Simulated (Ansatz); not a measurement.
Fluorite CaF2, treated with r²SCAN (PAW; Ansatz, a quantum-chemistry and plane-wave program).

Total energies, extrapolated to zero smearing (they compare only within this program, potentials and cutoff; free atoms with spin allowed, lowest state found):

```json
[
 {"system": "fluorite CaF2, relaxed", "energy (eV/atom)": "-1149.3754"},
 {"system": "free Ca atom", "energy (eV/atom)": "-1819.5910"},
 {"system": "free F atom", "energy (eV/atom)": "-805.9793"}
]
```

Work out the cohesive energy per atom.

E_coh = [1 × (-1819.5910) + 2 × (-805.9793)]/3 − (-1149.3754) = 5.53 eV/atom. The reference value is 5.43 ± 0.03 eV/atom (derived here from tabulated measurements, copied from a table, unchecked, brought to a static lattice with a Debye model, atoms in their spin–orbit ground levels; inputs from the CRC Handbook), a difference of +0.10 eV/atom.

The PAW data were made under PBE.
